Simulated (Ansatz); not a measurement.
Program: Ansatz. Geometries: PBE0-D4/def2-TZVP. ΔE: electronic, gas phase. CCSD(T)/CBS is the MP2 limit (def2-TZVPP, def2-QZVPP) plus CCSD(T) − MP2 in def2-TZVPP, frozen cores. This one scheme is used for every species. DFT in def2-TZVPP. B3LYP here is the variant with VWN-RPA as its local correlation; programs differ in this. Triplets are unrestricted, without spin–orbit coupling. One conformer a species, not always the lowest.

`COCC=O` → `[CH2]` (triplet) + `O=CCO`  (formal loss of a carbene)

| level | ΔE (kcal/mol) | difference from CCSD(T)/CBS |
| --- | --- | --- |
| PBE-D4 | 92.0 | 0.9 |
| PBE0-D4 | 90.1 | -1.0 |
| B3LYP-D4 | 90.5 | -0.6 |
| ωB97X-V | 94.8 | 3.7 |
| ωB97M-V | 92.1 | 1.0 |
| B2PLYP | 89.8 | -1.3 |
| r2SCAN | 85.1 | -6.0 |
| PBE0 | 89.1 | -2.0 |
| HF/def2-TZVPP | 59.8 | -31.3 |
| MP2/def2-TZVPP | 90.9 | -0.2 |
| SCS-MP2/def2-TZVPP | 92.6 | 1.5 |
| CCSD/def2-TZVPP | 86.7 | -4.4 |
| CCSD(T)/def2-TZVPP | 89.0 | -2.1 |
| SCS-MP2/def2-QZVPP | 94.2 | 3.1 |
| HF/CBS(def2) | 59.9 | -31.2 |
| MP2/CBS(def2) | 93.1 | 2.0 |
| CCSD(T)/CBS | 91.1 | 0 |

Largest T1 diagnostic among the species: 0.014.

The D4 term adds +1.7 kcal/mol with B3LYP and +1.0 kcal/mol with PBE0; it sums over pairs of atoms, weighted by their polarisabilities, and B3LYP, whose exchange is more repulsive, gets the larger term. From PBE to PBE0 (25 % exact exchange), in def2-TZVPP and without D4, ΔE moves by −1.8 kcal/mol. In def2-TZVPP, CCSD(T) changes the Hartree–Fock value by +29.2 kcal/mol (the triples alone add +2.3 kcal/mol) and MP2 by +31.1 kcal/mol.

CCSD(T)/CBS has its own doubt, a few kJ/mol and more with outer-core shells, so smaller differences from it don't rank the levels.
